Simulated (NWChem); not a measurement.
System: benzene (C$_{6}$H$_{6}$); SMILES c1ccccc1

Question: Give the equilibrium geometry at B3LYP/6-31G* (spherical d) (NWChem) as an XYZ file, with the point group.

Answer: point group D6h; any orientation.
```
12

C      1.3443     0.3800     0.0000
C      0.3430     1.3542     0.0000
C     -1.0013     0.9741     0.0000
C     -1.3443    -0.3800     0.0000
C     -0.3430    -1.3542     0.0000
C      1.0013    -0.9741     0.0000
H      2.3902     0.6758     0.0000
H      0.6099     2.4079     0.0000
H     -1.7804     1.7321     0.0000
H     -2.3902    -0.6758     0.0000
H     -0.6099    -2.4079     0.0000
H      1.7804    -1.7321     0.0000
```
